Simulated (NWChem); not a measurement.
## Ionisation of CH (+1)

```
C
H 1 1.1472
```
Charge +1, spin multiplicity 1.

All runs are NWChem calculations. Structure: optimised with PBE0/def2-SVP, a minimum by its harmonic frequencies.

Basis set: def2-TZVP. −ε marks an orbital energy of the parent.

B3LYP has NWChem's definition, with VWN1-RPA local correlation. The structure started from a generated list of species.

Question: One of these methods gave a first vertical ionisation energy of 23.74 eV. Which?
A) −ε(HOMO) of B3LYP
B) −ε(HOMO) of PBE
C) −ε(HOMO) of r2SCAN
D) −ε(HOMO) of HF

Answer: D, −ε(HOMO) of HF. The others give 18.25 (−ε(HOMO) of PBE), 19.63 (−ε(HOMO) of B3LYP), 18.57 (−ε(HOMO) of r2SCAN).
